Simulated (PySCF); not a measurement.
**Electron affinity of C by level of theory**

C- [He] 2s2 2p3 (4S) → C [He] 2s2 2p2 (3P), as a difference of total energies. All numbers are calculated (PySCF 2.14, the non-relativistic Hamiltonian (point nucleus), in dyall-av2z (11s7p2d, 42 functions)). Correlated levels: valence: 1s2 frozen; virtual orbitals above 40 to 60 times the deepest correlated orbital energy dropped. The calculations carry no spin-orbit coupling.

```json
{"method": "UHF", "electron affinity (eV)": "0.460"}
{"method": "MP2 (valence)", "electron affinity (eV)": "1.189"}
{"method": "CCSD (valence)", "electron affinity (eV)": "1.088"}
{"method": "CCSD(T) (valence)", "electron affinity (eV)": "1.144"}
```

Question: Estimate what SCS-MP2 (valence) gives.

Answer: 0.914 eV, closest to CCSD (valence) among the rows shown.

Question: Estimate what CCSDT (valence) gives.

Answer: 1.154 eV, closest to CCSD(T) (valence) among the rows shown.

Errors of the correlated levels include the incompleteness of this basis and the frozen core.

For comparison: 1.262 eV (measured; photodetachment measurements, as compiled on the Wikipedia data page of electron affinities).
